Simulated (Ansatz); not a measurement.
Consider the ligand exchange at the Si–C bond: `C[Si]C` + H₂S → `C[Si]S` + CH₄.

Gas-phase electronic energies from Ansatz, PBE0-D4/def2-TZVP geometries. CCSD(T)/CBS adds triple-zeta CCSD(T) − MP2 to the extrapolated MP2 energy (def2 sets, frozen cores). This one scheme is used for every species. DFT in def2-TZVPP. HSE06 is defined as in plane-wave codes. Each species was taken in one conformer, which may not be the lowest.

Q: Is it downhill or uphill in electronic energy at CCSD(T)/CBS, and by how much? (Estimate.)

A: Computed: Downhill: ΔE = -31.2 kcal/mol.

Q: What do these levels give: PBE-D4, revPBE, BLYP, PBE0, HSE06, CCSD/CBS(def2)? (An estimate is asked.)

A: The calculation gave: PBE-D4 -33.3, revPBE -33.2, BLYP -32.6, PBE0 -32.5, HSE06 -32.5, CCSD/CBS(def2) -30.5 kcal/mol.

Q: What do rigid-rotor, harmonic-oscillator terms from PBE0-D4/def2-TZVP frequencies (298.15 K, 1 bar) make of the CCSD(T)/CBS value? (Best estimate.)

A: Computed: ΔZPE = +2.8 kcal/mol, ΔH = -28.6 kcal/mol, ΔS = -12 J/(mol·K), ΔG = -27.8 kcal/mol.

Largest T1 diagnostic among the species: 0.014.

Leaving LDA and LC-ωPBE aside and taking each functional with its dispersion term where it has one, the values, not all of them listed here, spread over 2.7 kcal/mol, from r2SCAN-D4 to ωB97X-V. From BLYP to BHLYP (50 % exact exchange), in def2-TZVPP and without D4, ΔE moves by +1.2 kcal/mol.
